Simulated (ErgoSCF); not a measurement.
# SiNH4 (SMILES N[SiH2]): USlater/STO-2G

What is the energy change on altering one bond length of SiNH4 at USlater/STO-2G? 

The results are computed with ErgoSCF 3.8.

3 further runs of the same task are left out: 3 set aside as unsound or not needed. Runs told in other sessions of the task aren't counted.

## 1. Starting point

SiNH4 has 6 atoms, charge 0, and is taken as a doublet. SMILES: `N[SiH2]`. Geometry: relaxed at PBE0-D4/def2-TZVP. This is one conformer, not always the lowest.

Bond lengths: N1–Si2 1.725 Å, N1–H3 1.008 Å, N1–H4 1.008 Å, Si2–H5 1.493 Å, Si2–H6 1.493 Å. Angles: N1–Si2–H5 107.3°, N1–Si2–H6 107.3°, Si2–N1–H3 119.9°, Si2–N1–H4 119.9°, H5–Si2–H6 110.5°, H3–N1–H4 110.9°.

## 2. A single-point energy at USlater/STO-2G

Input file input.ego:

```
set_nthreads(1)
scf.convergence_threshold = 1e-06
spin_polarization = 1
scf.max_number_of_iterations = 80
scf.use_diagonalization = 1
tmpdir = "."
basis = "STO-2G"
scf.output_mulliken_pop = 1
molecule_inline
N  -0.11772994 -1.63177851 0.03949528
Si 0.58090181 1.54069371 0.30537974
H  1.06769526 -2.78904679 -0.90026553
H  -0.95166608 -2.54451623 1.48834830
H  1.24230595 2.47138383 -2.27541923
H  -1.74157160 2.83251049 1.25534506
EOF
run "Slater"
```

Run with:

```
$ ergo input.ego
```

Log:

```text
[...]
INSC SCF_general constructor, number of basis functions: 18
[...]
INSC Energy   1 =       -282.81303712598
[...]
INDE E_LUMO =          0.06297800387
[...]
INSC Energy  13 =       -329.41769034591  ( diff     -0.000000000013642 )
[...]
RESC CONVERGED after  13 iterations.
RESC FINAL ENERGY:       -329.41769034591
RESC FINAL <S2> =          0.75062292695
[...]
INSC SCF: dipole_moment_x [atomic units] =      -0.15526622
INSC SCF: dipole_moment_y [atomic units] =      -0.90534869
INSC SCF: dipole_moment_z [atomic units] =      -0.03852623
[...]
```

Run time: 1.2 s. Hardware: 1 thread of Arm Neoverse N1, shared host.

## 3. The distorted shape at the same level

Input file job.ego:

```
# Slater on H4NSi
set_nthreads("env")
spin_polarization = 1
scf.max_number_of_iterations = 80
basis = "STO-2G"
scf.output_mulliken_pop = 1
scf.convergence_threshold = 1e-06
scf.use_diagonalization = 1
tmpdir = "."
molecule_inline
N     -0.25002777    -1.81794110     0.55572499
Si     0.44860397     1.35453112     0.82160946
H      0.93539742    -2.97520938    -0.38403581
H     -1.08396391    -2.73067882     2.00457801
H      1.24230595     2.47138383    -2.27541923
H     -1.87386943     2.64634790     1.77157478
EOF
run "Slater"
```

Run with:

```
$ ergo job.ego
```

Log:

```text
[...]
INSC SCF_general constructor, number of basis functions: 18
[...]
INSC Energy   1 =       -282.67294070349
[...]
INDE E_LUMO =          0.06032478777
[...]
INSC Energy  13 =       -329.39923067676  ( diff     -0.000000000031264 )
[...]
RESC CONVERGED after  13 iterations.
RESC FINAL ENERGY:       -329.39923067676
RESC FINAL <S2> =          0.75060344933
[...]
INSC SCF: dipole_moment_x [atomic units] =      -0.18567449
INSC SCF: dipole_moment_y [atomic units] =      -0.92697033
INSC SCF: dipole_moment_z [atomic units] =      -0.00956615
[...]
```

It took 1.2 s on 1 thread of Arm Neoverse N1, shared host.

## 4. What came out

At USlater/STO-2G:

```
                                                          quantity          value
                                         first shape: total energy  -329.41769 Eh
                                        first shape: dipole moment         2.34 D
                                                 first shape: ⟨S²⟩          0.751
                                     distorted shape: total energy  -329.39923 Eh
                                    distorted shape: dipole moment         2.40 D
                                             distorted shape: ⟨S²⟩          0.751
energy change with the Si2–H5 bond stretched from 1.493 to 1.792 Å       0.502 eV
```

What this shows: With the Si2–H5 bond stretched from 1.493 to 1.792 Å the energy rises by 0.50 eV (48.5 kJ/mol). The first shape isn't relaxed at this level, so the change isn't measured from a minimum. The minimal basis adds a large error of its own. Mulliken charges (distorted shape) run from -0.33 on N1 to +0.18 on H3.
